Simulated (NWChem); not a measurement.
hydrogen fluoride (HF); SMILES F

```xyz
2

F      0.0000     0.0000     0.0920
H      0.0000     0.0000    -0.8282
```
Atoms are numbered in this order, from 1.

Computed with NWChem. Pople sets run with spherical d functions. All runs use the structure optimised with PBE0/def2-SVP.

Q: Taking B3LYP/aug-cc-pVTZ as the yardstick, which of these has the fewest basis functions while keeping “dipole (D)” within 0.1 D of it: B3LYP/3-21G; B3LYP/def2-SVPD; B3LYP/def2-TZVP; B3LYP/6-31+G*; B3LYP/6-311++G**; B3LYP/STO-3G; B3LYP/6-31G*; B3LYP/def2-SVP?

A: B3LYP/6-31G* (a larger set in the list lies outside the tolerance).
```csv
level,basis functions,dipole (D)
B3LYP/STO-3G,6,1.20
B3LYP/3-21G,11,1.97
B3LYP/6-31G*,16,1.85
B3LYP/def2-SVP,19,1.84
B3LYP/6-31+G*,20,2.01
B3LYP/6-311++G**,29,1.98
B3LYP/def2-SVPD,31,1.83
B3LYP/def2-TZVP,37,1.93
B3LYP/aug-cc-pVTZ,69,1.81
```

The yardstick is one finite set, not the basis-set limit.
